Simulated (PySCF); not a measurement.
Relaxation of singlet Cl6

These are results of PBE0/[Cl def2-SVP], no relativity, density fitting, PySCF, not measurements. A (50,194) grid was used.

A hand-made trigonal bipyramidal start, of D3h symmetry, held to at least that symmetry:

Coordinates in bohr (charge 0 multiplicity 1):
```
Cl    0.0000    0.0000    0.0000
Cl    0.0000    0.0000    3.7417
Cl    0.0000    0.0000   -3.7417
Cl    3.7416    0.0000    0.0000
Cl   -1.8708    3.2403    0.0000
Cl   -1.8708   -3.2404    0.0000
```

Optimiser trace:
| step | E − E(last) (kJ/mol) | largest gradient (Eh/bohr) |
| --- | --- | --- |
| 0 | 372.65 | 0.12801 |
| 1 | 116.96 | 0.05595 |
| 2 | 32.84 | 0.02603 |
| 3 | 4.95 | 0.00941 |
| 4 | 0.29 | 0.00246 |
| 5 | 0.01 | 0.00056 |
| 6 | 0.00 | 0.00026 |

It ends at D3h with Cl–Cl 2.295 Å (×3), Cl–Cl 2.339 Å (×2); Cl–Cl–Cl 90.0° (×6), Cl–Cl–Cl 120.0° (×3), Cl–Cl–Cl 180.0° (after a last refinement on a finer grid). The frequency run here used a shortcut that can spoil soft modes, so no verdict on minimum or saddle point is given. Other isomers or separated fragments may lie lower.

Final geometry:
Coordinates in bohr (charge 0 multiplicity 1):
```
Cl    0.0000    0.0000    0.0000
Cl    0.0000    0.0000    4.4204
Cl    0.0000    0.0000   -4.4204
Cl    4.3364    0.0000    0.0000
Cl   -2.1682    3.7554    0.0000
Cl   -2.1682   -3.7555    0.0000
```

The relaxation took of the order of 60 core-seconds on a shared host.
